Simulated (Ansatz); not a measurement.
A nudged elastic band was laid between two geometries of CH2NaS (5 atoms, charge 0, multiplicity 2).

Level of theory: UKS r2SCANh-D4/6-31G* (Ansatz 0.2.0).

```yaml
movable_images: 1
climbing_image: yes
spring: 5.0 eV/Å²
optimiser: quadratic models (default)
start_path: IDPP
force_threshold: 0.05 eV/Å
iteration_limit: 60
end_points: relaxed
```

Image 0:

```xyz
5
Properties=species:S:1:pos:R:3
C -0.404 0.130 -0.228
S 0.685 1.126 0.691
Na 1.462 -1.269 0.645
H -0.383 0.176 -1.317
H -1.360 -0.163 0.208
```

Image 2:

```xyz
5
Properties=species:S:1:pos:R:3
C -0.405 0.129 -0.228
S 0.681 1.121 0.698
Na 1.474 -1.269 0.641
H -1.361 -0.169 0.206
H -0.389 0.188 -1.317
```

Question: What changes between the two ends?

Answer: No bond is made or broken. The dihedral H4–C1–S2–Na3 goes from -104 to 104°. The two ends are copies of one structure, up to a mirror image or an exchange of like atoms.

Question: What energy profile does the band end with?

Answer: It converged. The highest image is number 1 of 0 to 2, 25.2 kJ/mol above the ends, which have the same energy within 2 meV. The dihedral H4–C1–S2–Na3 jumps by 104° between images 0 and 1, so the path isn't resolved there. Another band between the same ends (5 images) ends at a top of the same energy, where a vibrational analysis finds 1 clearly imaginary mode. So few images can step over the top or miss a turn of the path.

```tsv
image	path coordinate (Å)	energy (kJ/mol)	dihedral H4–C1–S2–Na3 (°)
0	0.00	0.0	-104
1	1.63	25.2	0
2	3.27	0.0	104
```

Question: What is the geometry of the highest image?

Answer: 
```xyz
5
Properties=species:S:1:pos:R:3
C -0.572 0.144 -0.073
S 0.458 0.621 1.243
Na 1.991 -0.739 -0.154
H -0.267 -0.485 -0.919
H -1.610 0.459 -0.097
```

The band took 4 iterations and roughly 40 core-seconds.

Run time: 36 s on 1 thread of Arm Neoverse V2, with other jobs on the host, peak memory 0.2 GiB.
